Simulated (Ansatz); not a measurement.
Mulliken charges of FH2SSi (`F[SiH]S`) radical from ωB97M-V/def2-TZVPP in Ansatz (PBE0-D4/def2-TZVP geometry).

| atom | x (Å) | y (Å) | z (Å) | charge (e) |
| --- | --- | --- | --- | --- |
| F1 | -1.242 | -0.527 | 1.134 | -0.288 |
| Si2 | -0.629 | -0.168 | -0.303 | 0.395 |
| S3 | 1.401 | 0.438 | -0.192 | -0.212 |
| H4 | -0.622 | -1.417 | -1.115 | -0.019 |
| H5 | 1.143 | 1.599 | 0.435 | 0.125 |

Problem. By hand: the dipole of these point charges (1 e Å = 4.8032 D).

Solution. Σ q r = (-0.033, 0.219, -0.330) e Å, of length 0.397 e Å = 1.91 D.

Problem. How does the dipole of the full density compare? (Estimate.)

Solution. Ansatz gave: (-0.009, 0.179, -0.135) e Å, 1.08 D; the point charges give 1.77 times that, at 20° from its direction.

Point charges leave out the atoms' own dipoles, such as those of lone pairs, and Mulliken's split depends on the basis, so the two needn't agree.
